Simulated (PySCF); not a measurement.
# [C2H2F2]+: g tensor and hyperfine couplings

Compound: C₂H₂F₂ (charge +1 and doublet state).
Geometry (GFN2-xTB, Å), atoms numbered from 1 in this order:
```
atom  x, y, z in Å
C1    -0.7399   -0.0781   -0.0187
C2     0.6408    0.0676    0.0103
F3     1.2285    1.2002   -0.0244
F4     1.4520   -0.9157    0.0743
H5    -1.3867    0.7975   -0.0714
H6    -1.1916   -1.0695    0.0083
```

Identity: `[CH2+][C](F)F` [radical] (charge +1).

Computed with UKS B3LYP, pcH-1 on C F H, non-relativistic, mean-field spin-orbit, GIAO (PySCF). Geometry: GFN2-xTB; no solvent, vibrations or thermal averaging. Couplings are sensitive to structure, and on GFN2-xTB geometries they can be far from those on DFT ones, by a factor of two or more for some ions and for spin on atoms past the first row.

```json
{
  "g1, g2, g3": "2.00206, 2.00407, 2.00551",
  "g_iso": "2.00388",
  "Form of g": "rhombic: the two nearest values differ by 42 % of g3 − g1",
  "⟨S²⟩": "0.7519 (exact 0.7500)",
  "α and β electrons": "16, 15",
  "HOMO–LUMO gap, α and β orbitals": "7.53, 6.46 eV",
  "Total energy": "-276.70909 Eh"
}
```

Isotropic coupling and dipolar principal values T1 to T3, in 10⁻⁴ cm⁻¹ (1 × 10⁻⁴ cm⁻¹ = 2.998 MHz):

| atom | isotope | a_iso | T1 | T2 | T3 | Mulliken spin population |
| --- | --- | --- | --- | --- | --- | --- |
| C1 | 13C | 17.8 | -19.7 | -19.4 | 39.1 | 0.71 |
| C2 | 13C | -4.4 | -8.5 | -6.5 | 15.0 | 0.21 |
| F3 | 19F | 22.4 | -57.4 | -56.2 | 113.6 | 0.07 |
| F4 | 19F | 22.3 | -57.3 | -56.1 | 113.4 | 0.07 |
| H5 | 1H | -16.7 | -8.8 | -1.7 | 10.5 | -0.03 |
| H6 | 1H | -16.7 | -8.8 | -1.7 | 10.5 | -0.03 |

The Mulliken spin populations are largest on C1 (+0.71), C2 (+0.21), F3 (+0.07) and F4 (+0.07). The angles at C1 add up to 360.0°, so it is planar; its axial dipolar tensor and the negative couplings of its protons fit spin in a p orbital normal to that plane.

C2, the radical centre as drawn in `[CH2+][C](F)F`, holds a spin population of +0.21 out of 1.

Axes: g1 is normal to the molecular plane and g3 points within 1° of the C1–C2 bond.

Under fast tumbling the dipolar parts average out, and these isotropic splittings remain: 2 × 19F (F3/F4, I = 1/2, 3 lines) with 2.39 mT and 2 × 1H (H5/H6, I = 1/2, 3 lines) with 1.78 mT.

Class means assume fast exchange of nuclei equivalent by connectivity; if that motion is slow, each nucleus keeps its own coupling.

The 13C coupling of C1 (53.4 MHz) shows only in satellite lines or after enrichment, since that isotope makes up about 1.07 % of natural carbon.
